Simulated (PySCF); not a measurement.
Spin-rotation constants: `InChI=1S/C2H6N2/c1-3-4-2/h4H,1H2,2H3`

Geometry:
| atom | x (Å) | y (Å) | z (Å) |
| --- | --- | --- | --- |
| C1 | 1.623 | -0.318 | -0.154 |
| N2 | 1.021 | 0.794 | -0.111 |
| N3 | -0.305 | 0.912 | -0.131 |
| C4 | -1.216 | -0.191 | 0.091 |
| H5 | 2.698 | -0.279 | -0.193 |
| H6 | 1.157 | -1.301 | -0.163 |
| H7 | -0.598 | 1.811 | 0.224 |
| H8 | -1.128 | -0.906 | -0.729 |
| H9 | -1.012 | -0.713 | 1.035 |
| H10 | -2.230 | 0.198 | 0.109 |

Theory: GIAO PBE/aug-pcSseg-1 magnetisability, rotational g tensor and spin-rotation constants, non-relativistic, gas phase in PySCF. Geometry: GFN2-xTB.

Task: Give the nuclear spin-rotation constants along the inertial axes (H = +C I·J) beside the isotropic shieldings.

Result: Rotational constants 19.7053, 6.2633, 4.9199 GHz. A star marks the isotopologue with that one atom substituted, in its own axes.
```
atom  isotope  Caa (kHz)  Cbb (kHz)  Ccc (kHz)  mean (kHz)  σ (ppm)
  N2      14N      6.309      1.373      0.232       2.638   -118.7
  N3      14N      1.303      0.775      0.391       0.823    121.2
  H5       1H      1.936     -0.653     -0.516       0.256     25.7
  H6       1H     -0.968      0.341     -0.542      -0.390     25.2
  H7       1H     -1.947      0.237     -0.388      -0.699     25.8
  H8       1H     -1.785     -0.310     -0.129      -0.741     28.5
  H9       1H     -1.756     -0.443     -0.059      -0.753     28.8
 H10       1H      0.739     -0.601     -0.568      -0.143     28.7
  C1     13C*      7.749      1.930      0.812       3.497     69.9
  C4     13C*      3.721      0.996      0.746       1.821    150.6
```
For the geometry as given, no vibrational averaging.

Task: How do the rotational constants and the g tensor change when H5, H6, H7, H8, H9, H10 are replaced by deuterium?

Result: Constants 14.5556, 5.0685, 3.9649 GHz; g -0.1056, -0.0286, -0.0039, against -0.1411, -0.0352, -0.0044 before.
